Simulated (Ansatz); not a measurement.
# CH2BO+ (SMILES [CH2+]B=O): functionals against CCSD(T) at one geometry

An exercise on one series of results from a longer session: the logs are not shown, and one member is left open.

Program: Ansatz 0.2.0, Gaussian basis. Level of theory: single points in def2-TZVPP. These are calculated values, not measurements.

Correlated methods freeze the cores.

### Where the work starts

SMILES `[CH2+]B=O`, 5 atoms, charge 1, spin multiplicity 1.

Atoms are counted from 1 here; the program's logs count them from 0.

Bond lengths: C1–B2 1.617 Å, C1–H4 1.175 Å, C1–H5 1.146 Å, B2–O3 1.162 Å. Angles: B2–C1–H4 123.3°, B2–C1–H5 117.8°, H4–C1–H5 118.7°, C1–B2–O3 168.7°.

Geometry (Å):

| atom | x (Å) | y (Å) | z (Å) |
| --- | --- | --- | --- |
| C1 | -0.3107 | 0.4587 | -0.1965 |
| B2 | 0.6696 | -0.6589 | 0.4386 |
| O3 | 1.3325 | -1.5765 | 0.7004 |
| H4 | -0.7461 | 0.3915 | -1.2861 |
| H5 | -0.6683 | 1.3060 | 0.4875 |

The first run:

The input, run/in.yaml:

```yaml
crystal:
  periodic: [false, false, false]
  atoms:
    - {symbol: C, position_ang: [-0.310700, 0.458700, -0.196500]}
    - {symbol: B, position_ang: [0.669600, -0.658900, 0.438600]}
    - {symbol: O, position_ang: [1.332500, -1.576500, 0.700400]}
    - {symbol: H, position_ang: [-0.746100, 0.391500, -1.286100]}
    - {symbol: H, position_ang: [-0.668300, 1.306000, 0.487500]}
basis:
  gaussian: {orbitals: def2-TZVPP}
total_charge: 1
correlation: {method: ccsd_t}
output: {forces: true}
```

The command line of these runs was not kept.

Among the steps run: CCSD(T)/def2-TZVPP; PBE0-D4/def2-TZVPP; wB97M-V/def2-TZVPP; r2SCAN-D4/def2-TZVPP; PBE-D4/def2-TZVPP; wB97X-V/def2-TZVPP; SPW92/def2-TZVPP.

One of the session's tables, all rows but one given; the rest of the session is left out.

| method | RMS force component (eV/Å) | angle to CCSD(T) forces (°) |
| --- | --- | --- |
| CCSD(T) | 2.205 | reference |
| PBE0-D4 | 1.876 | 5.5 |
| wB97M-V | 1.708 | 7.3 |
| r2SCAN-D4 | 2.177 | 4.1 |
| PBE-D4 | 2.467 | 6.1 |
| wB97X-V | 1.720 | 6.1 |
| SPW92 | ? | ? |

**Question.** Estimate the row for SPW92.

As computed: RMS force component (eV/Å): 2.274; angle to CCSD(T) forces (°): 9.2. In the column «RMS force component (eV/Å)» it lies between CCSD(T) (2.205) and PBE-D4 (2.467).
